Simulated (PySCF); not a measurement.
Which level of theory gave which numbers?

Compound: CH3S (charge -1).
SMILES: `C[S-]`

The closed-shell ground state was solved 7 times with PySCF (density fitting, gas phase), always with PBE0, in these basis sets: 6-31G*, STO-3G, cc-pVDZ, def2-SVP, pcSseg-0, pcSseg-2 and pcSseg-3. Geometry: PBE0-D3(BJ)/def2-SVP; no solvent, vibrations or thermal averaging. Where the HOMO energy is positive, the finite basis confines the outermost electrons. No diffuse functions stand in 6-31G*, STO-3G, cc-pVDZ, def2-SVP, pcSseg-0, pcSseg-2 and pcSseg-3, which bears on an anion's orbital energies.

```json
{"row": "P", "total energy (Eh)": "-437.3606", "HOMO (eV)": "1.61", "LUMO (eV)": "7.46"}
{"row": "Q", "total energy (Eh)": "-437.8959", "HOMO (eV)": "1.09", "LUMO (eV)": "7.92"}
{"row": "R", "total energy (Eh)": "-437.9614", "HOMO (eV)": "0.55", "LUMO (eV)": "4.94"}
{"row": "S", "total energy (Eh)": "-437.9145", "HOMO (eV)": "1.33", "LUMO (eV)": "7.07"}
{"row": "T", "total energy (Eh)": "-437.7488", "HOMO (eV)": "1.62", "LUMO (eV)": "7.04"}
{"row": "U", "total energy (Eh)": "-437.9721", "HOMO (eV)": "0.33", "LUMO (eV)": "4.32"}
{"row": "V", "total energy (Eh)": "-432.8416", "HOMO (eV)": "8.01", "LUMO (eV)": "18.01"}
```

Task: Which basis belongs to which row?

Result: P = pcSseg-0, Q = 6-31G*, R = pcSseg-2, S = cc-pVDZ, T = def2-SVP, U = pcSseg-3, V = STO-3G. From the lowest total energy up: pcSseg-3 (247 functions) 0 eV; pcSseg-2 (121 functions) +0.29 eV; cc-pVDZ (47 functions) +1.57 eV; 6-31G* (38 functions) +2.07 eV; def2-SVP (47 functions) +6.08 eV; pcSseg-0 (28 functions) +16.64 eV; STO-3G (17 functions) +139.61 eV.
